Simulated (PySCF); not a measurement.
Does the answer move with the share of exact exchange?

Compound: HCN.
SMILES: `C#N`

PySCF, def2-SVPD basis, density fitting, gas phase, PBE0-D3(BJ)/def2-SVP geometry; singlet excitations by full TDDFT with frozen cores, triplets by Tamm–Dancoff TDDFT and ionisation energies by ΔSCF, from the lowest of the holes tried. One functional is left out:

```json
{"functional": "LDA", "exact exchange (%)": "0", "HOMO energy (eV)": "-9.08", "LUMO energy (eV)": "-1.22", "lowest singlet excitation (eV)": "8.03", "lowest triplet excitation (eV)": "6.68", "dipole moment (D)": "3.026", "mean polarisability (au)": "16.8", "vertical ionisation energy (eV)": "14.13"}
{"functional": "PBE", "exact exchange (%)": "0", "HOMO energy (eV)": "-9.03", "LUMO energy (eV)": "-0.99", "lowest singlet excitation (eV)": "8.05", "lowest triplet excitation (eV)": "6.43", "dipole moment (D)": "2.949", "mean polarisability (au)": "16.7", "vertical ionisation energy (eV)": "13.89"}
{"functional": "PBE0", "exact exchange (%)": "25", "HOMO energy (eV)": "-10.43", "LUMO energy (eV)": "0.18", "lowest singlet excitation (eV)": "7.82", "lowest triplet excitation (eV)": "6.20", "dipole moment (D)": "3.050", "mean polarisability (au)": "16.3", "vertical ionisation energy (eV)": "13.68"}
{"functional": "BHandHLYP", "exact exchange (%)": "50", "HOMO energy (eV)": "-11.67", "LUMO energy (eV)": "1.30", "lowest singlet excitation (eV)": "7.45", "lowest triplet excitation (eV)": "6.00", "dipole moment (D)": "3.157", "mean polarisability (au)": "16.2", "vertical ionisation energy (eV)": "13.41"}
```

Task: Predict the row of B3LYP (20 % exact exchange) by straight lines through the other rows, and check it.

Result: 
```json
{"property": "HOMO energy (eV)", "line": "-10.12", "computed": "-10.16", "computed − line": "-0.04", "PBE0 (25 %), for comparison": "-10.43"}
{"property": "LUMO energy (eV)", "line": "-0.12", "computed": "-0.15", "computed − line": "-0.03", "PBE0 (25 %), for comparison": "0.18"}
{"property": "lowest singlet excitation (eV)", "line": "7.82", "computed": "7.79", "computed − line": "-0.03", "PBE0 (25 %), for comparison": "7.82"}
{"property": "lowest triplet excitation (eV)", "line": "6.31", "computed": "6.28", "computed − line": "-0.03", "PBE0 (25 %), for comparison": "6.20"}
{"property": "dipole moment (D)", "line": "3.050", "computed": "3.049", "computed − line": "-0.001", "PBE0 (25 %), for comparison": "3.050"}
{"property": "mean polarisability (au)", "line": "16.5", "computed": "16.5", "computed − line": "0.0", "PBE0 (25 %), for comparison": "16.3"}
{"property": "vertical ionisation energy (eV)", "line": "13.76", "computed": "13.77", "computed − line": "+0.01", "PBE0 (25 %), for comparison": "13.68"}
```

Task: Which of these properties follows the share of exact exchange most closely, and which least?

Result: Most closely the HOMO energy, least the dipole moment; the correlations over the tabulated rows are HOMO energy -1.000, LUMO energy 0.996, lowest singlet excitation -0.991, vertical ionisation energy -0.946, mean polarisability -0.946, lowest triplet excitation -0.928, dipole moment 0.922. The HOMO energy moves by -0.525 eV for every 10 %. Functionals with the same share still differ in their other parts: at 0 % LDA and PBE differ by 0.05 eV in it.
